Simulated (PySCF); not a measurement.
# FH₃LiP, a complex of two parts: interaction energy

An exercise on one series of results from a longer session: the logs are not shown, and one member is left open.

Programs: PySCF 2.14.0. All values are calculated, for the isolated system unless a continuum is named. Atoms count from 0, parts from 1.

## Starting point

6 atoms, charge 0, multiplicity 1; geometry: GFN2-xTB. Parts: 1 = atoms 0–1, `[Li][F]`, charge 0; 2 = atoms 2–5, `P`, charge 0.

Set-up of the first run:

What the job is given:

```
{"job": {"xc": "PBE0", "basis": "def2-SVPD", "d3": "d3bj", "grid": 2, "kind": "geom", "shake": 0.01}, "charge": 0, "multiplicity": 1, "parts": [{"atoms": "0-1", "charge": 0, "multiplicity": 1}, {"atoms": "2-5", "charge": 0, "multiplicity": 1}]}
Li    -0.017217     0.695319    -0.143445
F      0.136293    -0.798659    -0.009409
P     -0.367367     3.194528    -0.404156
H     -1.357760     3.762002    -1.110560
H     -0.526476     4.026909     0.680977
H      0.599988     4.018576    -0.981893
```

Launch:

```console
> OMP_NUM_THREADS=1 python cluster_run.py task.json out
```

This one command runs all jobs of the session in turn.

Steps of the session up to this table: Optimising the geometry at PBE0-D3(BJ)/def2-SVPD; Coupled-cluster interaction energy: CCSD(T) and MP2.

One of the session's tables, all rows but one given; the rest of the session is left out.

It belongs to the step «Coupled-cluster interaction energy: CCSD(T) and MP2». 

| method | interaction energy (kcal/mol) |
| --- | --- |
| HF/aug-cc-pVDZ | -9.77 |
| MP2/aug-cc-pVDZ | -8.96 |
| CCSD/aug-cc-pVDZ | -8.83 |
| CCSD(T)/aug-cc-pVDZ | -8.81 |
| HF/aug-cc-pVTZ | ? |
| MP2/aug-cc-pVTZ | -9.37 |
| SCS-MP2/aug-cc-pVTZ | -9.33 |
| MP2, extrapolated | -9.47 |
| CCSD(T), limit estimate | -9.32 |

**Question.** Estimate the row for HF/aug-cc-pVTZ.

**Answer.** interaction energy (kcal/mol): -9.93. In the column «interaction energy (kcal/mol)» it is the lowest.

In this run the core of Li (1s) is correlated, in a basis without core functions; only the other cores are frozen.
